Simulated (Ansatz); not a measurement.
# Te₃As₂ (C2/m, No. 12)

Computed with HSE06 in Ansatz (plane waves, PAW).

Settings: plane-wave cutoff 460 eV, 6×6×2 k mesh (along the axes of the cell as run), Fermi–Dirac smearing 0.01 eV, scalar-relativistic PAW data made under PBE.

Cell: relaxed at this level.

| Property | Result |
|---|---|
| band gap | 0.81 eV (on the SCF k mesh) |
| smallest direct gap on the k points sampled | 1.00 eV |
| direct gap at Γ | 1.86 eV |

Measured, for comparison: band gap 0.4 eV (4 K, zero-point motion not removed, scanning tunnelling spectroscopy; as tabulated in Electronic band gap of van der Waals α-As2Te3 crystals, HAL hal-03321708).

Note: the cell comes from a level without a dispersion term, which matters for the spacing of layers, chains or molecules; the volume lies 7 % above that of the published cell.

Spin–orbit coupling is not included; with these elements it can move the gap by several tenths of an eV or more.

Ansatz is a quantum-chemistry and plane-wave program.
